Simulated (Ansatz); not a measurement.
```yaml
crystal:
  periodic: [false, false, false]
  atoms:
    - {symbol: F, position_ang: [-1.140494, 0.272150, -0.596791]}
    - {symbol: N, position_ang: [0.706924, -0.026698, 1.396417]}
    - {symbol: Si, position_ang: [0.377631, -0.203709, -0.262808]}
    - {symbol: H, position_ang: [1.150781, 0.917536, -0.833421]}
basis:
  gaussian: {orbitals: def2-TZVP}
magnetization: {spin_polarized: true, initial_magnetization: 3}
hamiltonian: {xc: pbe0}
relax: {f_tol: 0.004, max_steps: 80}
```

```sh
$ ansatz run in.yaml --threads 1 --pin off --events-out ev --progress --plain --max-ram 2176MiB
```

Steps of the relaxation (energy above the last step; positions in Å, forces in eV/Å):

```
4
step 1, 233.9 meV
F    -1.140    0.272   -0.597    0.505   -0.401    0.381
N     0.707   -0.027    1.396    0.371    0.222    2.953
Si    0.378   -0.204   -0.263   -1.342   -0.009   -3.059
H     1.151    0.918   -0.833    0.465    0.188   -0.275
```

```
4
step 2, 74.5 meV
F    -1.167    0.242   -0.570    0.563   -0.124    0.261
N     0.679   -0.055    1.442    0.149    0.144    1.611
Si    0.376   -0.157   -0.280   -0.750   -0.075   -1.855
H     1.206    0.929   -0.890    0.038    0.055   -0.017
```

```
4
step 3, 2.2 meV
F    -1.156    0.242   -0.549    0.233   -0.058    0.066
N     0.658   -0.062    1.483   -0.006    0.009    0.165
Si    0.382   -0.160   -0.314   -0.192    0.095   -0.243
H     1.211    0.940   -0.917   -0.035   -0.045    0.013
```

```
4
step 4, 0.1 meV
F    -1.151    0.241   -0.543    0.060   -0.008    0.012
N     0.650   -0.065    1.491   -0.005    0.005   -0.014
Si    0.385   -0.156   -0.319   -0.038    0.013   -0.010
H     1.211    0.940   -0.926   -0.017   -0.011    0.012
```

```
4
step 6, 0.0 meV
F    -1.149    0.241   -0.542   -0.002    0.001    0.000
N     0.649   -0.065    1.489   -0.001    0.000   -0.001
Si    0.385   -0.157   -0.320    0.003   -0.001    0.001
H     1.209    0.940   -0.924    0.000    0.000    0.000
```

Close pairs at the end: Si3–H4 1.500 Å, F1–Si3 1.600 Å, N2–Si3 1.831 Å.

A stationary point of unrestricted PBE0 after 6 steps, with ⟨S²⟩ = 3.757 against 3.75 for a pure state; no frequencies were run, so it isn't proven a minimum. 10 s on 1 thread of AMD EPYC 9R45, shared host.
